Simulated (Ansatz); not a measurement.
in.yaml

```yaml
crystal:
  periodic: [false, false, false]
  atoms:
    - {symbol: C, position_ang: [0.086973, -0.773254, 0.775097]}
    - {symbol: N, position_ang: [-0.077901, 0.429240, 1.120553]}
    - {symbol: Si, position_ang: [-0.001280, 0.086148, -0.962358]}
    - {symbol: H, position_ang: [0.081828, 0.848851, 2.007664]}
basis:
  gaussian: {orbitals: cc-pVDZ, point_charges: [{charge: -1.00, position_ang: [3.221, -0.569, 0.713]}]}
magnetization: {spin_polarized: true, initial_magnetization: 2}
correlation: {method: mp2, electrons: all}
scf: {lower_state_search: off}
```

```sh
$ ansatz run in.yaml --threads 1 --pin off --events-out ev --progress --plain --max-ram 2393MiB
```

**Question.** Roughly how long does this take on 1 thread of Intel Xeon, shared host, and how much host memory?

**Answer.** 2.2 s wall and 0.09 GiB.

```
these checks for a lower state are left out or cut short: stability, starts, cluster_reference, orbital_swaps, neighbouring_geometries, increment
499 factors; integrals over basis functions are off by at most 1.1e-3 eV
mean field evaluation 1: about -10384.1351 eV, gradient 1.7e1 eV
mean field evaluation 2: about -10384.1384 eV, gradient 1.7e1 eV
mean field evaluation 4: about -10386.3921 eV, gradient 3.3e0 eV
mean field evaluation 8: about -10386.7644 eV, gradient 2.4e-1 eV
mean field -10386.76871607 eV, -381.7067099109 hartree, gradient 1.8e-6 eV, S^2 2.072638; 0 other end points of the search recorded, 0 dependent functions left out
reference -10386.76871607 eV, -381.7067099109 hartree; 15, 13 occupied and 36, 38 virtual orbitals, 499 factors
second order -9.25771858 eV of doubles, -0.00000000 eV of singles
Total energy: -10396.02643465 eV, -382.0469247935 hartree
Checks for a lower state left out: stability, starts, cluster_reference, orbital_swaps, neighbouring_geometries, increment
```
